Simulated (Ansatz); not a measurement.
A run of Ansatz (development build ahead of 0.2.0) on singlet CF4 at this shape:

```xyz
5

C     0.0472   -0.0370   -0.0019
F     0.9527    0.9551    0.9086
F     0.8938   -0.9202   -0.8549
F    -0.8786    0.8931   -0.9582
F    -0.9353   -0.8852    0.9599
```

Its results:

```
Converged                       : yes
Total energy                    : -435.31903 hartree
Spin squared of the determinant : 0.000
```

(1) Which input gives this output? Name the method, the orbitals and the basis set, and write the input.

Results:

(1) RHF in 6-31G. An unrestricted run that stays on the closed shell gives the same numbers.

```yaml
crystal:
  periodic: [false, false, false]
  atoms:
    - { symbol: C, position_ang: [0.04716, -0.03705, -0.00188] }
    - { symbol: F, position_ang: [0.95266, 0.95511, 0.90861] }
    - { symbol: F, position_ang: [0.8938, -0.92018, -0.85487] }
    - { symbol: F, position_ang: [-0.87857, 0.89311, -0.95816] }
    - { symbol: F, position_ang: [-0.93525, -0.88521, 0.95995] }
basis:
  gaussian: { orbitals: "6-31G" }
hamiltonian:
  xc: hf
```

Caution: stretched shape with no unrestricted run beside it, a lower state can exist.
